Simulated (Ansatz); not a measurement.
## Cohesive energy of some fcc solids

Method: PBE (Ansatz, a program for electronic structure, PAW). References are measured values corrected to a static lattice.

Values in eV/atom.

```
solid   reference   PBE  error (eV/atom)
------  ---------  ----  ---------------
fcc Ca       1.86  1.91            +0.05
fcc Sr       1.73  1.61            -0.12
fcc Al       3.43  3.43             0.00
fcc Ni       4.48  4.76            +0.28
fcc Rh       5.78  5.73            -0.05
fcc Pd       3.93  3.71            -0.22
fcc Ag       2.97  2.53            -0.44
fcc Cu       3.52  3.52             0.00
```

Over these 8 solids the mean error is -0.06 eV/atom, the mean absolute error 0.14 eV/atom (median 0.08 eV/atom), and the worst case fcc Ag at -0.44 eV/atom; the value is below the reference in 4 of 8 cases.

All these references are brought to a static lattice.

Differences are worked out from the printed values.

Free atoms are spin-polarised, in the lowest state found; at levels without +SOC their spin–orbit coupling is left out. Each level is taken at its own relaxed cell. Ansatz's density-functional and Hartree–Fock values are scalar-relativistic unless marked +SOC, with PAW data made under PBE.

Ansatz's runs of these crystals have no spin polarisation, but for fcc Ni.

Density-functional runs with spin start from parallel moments for fcc Ni.

Not in this set, of the fcc solids with a reference value in our tables and a result at some level: 3 for the spin–orbit terms of free Br, In, Sn, Te, I and atoms past barium, a cut that leaves lighter open-shell atoms' terms in the errors; 1 for a doubt noted on the run at PBE. These can be a level's best or worst cases. Solids without a released value at any level aren't counted. Layered and molecular crystals are counted apart. The metals Ce to Yb are counted apart.

References as tabulated in Mejia-Rodriguez and Trickey (2018), arXiv:1807.09216; Jana et al. (2018), arXiv:1807.00350; Csonka et al. (2009), arXiv:0903.4037; Harl et al. (2010), doi:10.1103/physrevb.81.115126.
